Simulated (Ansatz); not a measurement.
System: hcp Ru. Method: r²SCAN (Ansatz, a first-principles code, plane waves, PAW).

A relaxed, unreconstructed slab of the (11-20) face has 20 atoms, two equal faces of 19.967 Å² each and an energy of -117805.0134 eV. A bulk cell of 4 atoms with the same orientation and in-plane k mesh has -23562.8225 eV. Energies are extrapolated to zero smearing.

Settings: plane-wave cutoff 500 eV, 14×12×1 k mesh (along the axes of the cell as run), Fermi–Dirac smearing 0.1 eV, scalar-relativistic PAW data made under PBE.

Worked out: γ = (E_slab − N E_bulk per atom)/2A = [-117805.0134 − 20 × (-23562.8225/4)]/(2 × 19.967) = 0.2279 eV/Å². With 16.022 J/m² per eV/Å² this is 3.65 J/m², or 4.55 eV per surface cell and face.
